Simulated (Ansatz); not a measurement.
Geometry optimisation, UKS PBE/def2-SVP in Ansatz 0.2.0.

input.yaml

```yaml
crystal:
  periodic: [false, false, false]
  atoms:
    - { symbol: B, position_ang: [-0.035773, 0.0, -0.080519] }
    - { symbol: Cl, position_ang: [-0.032923, 0.0, 1.738954] }
    - { symbol: H, position_ang: [1.021302, 0.0, -0.6646] }
    - { symbol: Cl, position_ang: [-1.547632, 0.0, -0.942796] }
    - { symbol: H, position_ang: [0.014726, 0.0, 4.313961] }
magnetization:
  spin_polarized: true
  initial_magnetization: 1
basis:
  gaussian: { orbitals: def2-SVP }
hamiltonian:
  xc: pbe
relax:
  f_tol: 0.03
  max_steps: 50
```

Run as:

```bash
$ ansatz run input.yaml --threads 1 --pin off --max-ram 2048MiB --backend cpu --events-out ev --progress --plain --runs-dir out
```

Question: Where does it end, and by what steps?

Answer: The run converged. The force dipped under the threshold on the way, but the program's further checks kept it going. After 7 steps the energy has fallen by 0.091 eV; H5 moved furthest, 0.72 Å.

```
step  energy less start (eV)  largest force component (eV/Å)  accepted
   0                  0.0000                           1.393       yes
   1                 -0.0388                           0.854       yes
   2                 -0.0756                           0.180       yes
   3                 -0.0841                           0.055       yes
   4                 -0.0885                           0.018       yes
   5                 -0.0901                           0.008       yes
   6                 -0.0905                           0.002       yes
   7                 -0.0906                           0.004       yes
```

```xyz
5
Properties=species:S:1:pos:R:3
B -0.041 0.000 -0.234
Cl -0.028 0.000 1.516
H 1.005 0.000 -0.840
Cl -1.552 0.000 -1.113
H 0.036 0.000 5.036
```

Whether the end is a true minimum wasn't checked by a vibrational analysis.

The run took 14 s on 1 thread of Arm Neoverse V2, with other jobs on the host, peak memory 0.12 GiB.
